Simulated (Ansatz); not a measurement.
Relative stability

Two isomers of AlSiH4S (charge -1), singlet, relaxed at PBE0-D4/def2-TZVPD (vibrations not checked).

A:

Si1  (-1.074, 0.527, -0.155)
Al2  (0.944, -0.655, 0.324)
S3  (1.908, -2.192, -1.050)
H4  (2.725, -2.692, -0.110)
H5  (-0.772, 0.898, -1.604)
H6  (-0.631, 1.831, 0.509)
H7  (1.692, -0.867, 1.751)
(Å)

B:

```
7
angstrom
Si -0.9275 0.3196 -1.5923
Al 0.1774 -0.4156 0.5230
S 2.0979 -1.2122 0.5319
H -2.4070 0.6046 -1.5223
H -0.3682 1.5967 -2.1588
H -0.8089 -0.1550 1.7811
H -0.8126 -0.6480 -2.7355
```

Ansatz 0.2.0; basis: def2-TZVPPD; cores frozen in the correlated methods. B3LYP uses VWN-RPA correlation.

Question: Which structure is lower at CCSD(T), and by how much? (To be estimated.)

Answer: Computed: B, by 0.946 eV (electronic energy, against the other). By their contacts, A is AlSiH₄S ([SiH2][AlH][SH]), total charge -1 and B is AlSiH₄S ([SiH3][AlH][S]), total charge -1.

All methods give the same order:

```json
{"method": "PBE-D4", "E(B) − E(A) (eV)": "-0.810"}
{"method": "r2SCAN-D4", "E(B) − E(A) (eV)": "-0.946"}
{"method": "PBE0-D4", "E(B) − E(A) (eV)": "-0.886"}
{"method": "B3LYP-D4", "E(B) − E(A) (eV)": "-0.964"}
{"method": "wB97M-V", "E(B) − E(A) (eV)": "-0.948"}
{"method": "HF", "E(B) − E(A) (eV)": "-1.244"}
{"method": "MP2", "E(B) − E(A) (eV)": "-1.032"}
{"method": "CCSD", "E(B) − E(A) (eV)": "-0.978"}
{"method": "CCSD(T)", "E(B) − E(A) (eV)": "-0.946"}
```

T1 diagnostic: at most 0.018.

Labels in which every atom is bracketed show which atoms are joined, not bond orders.
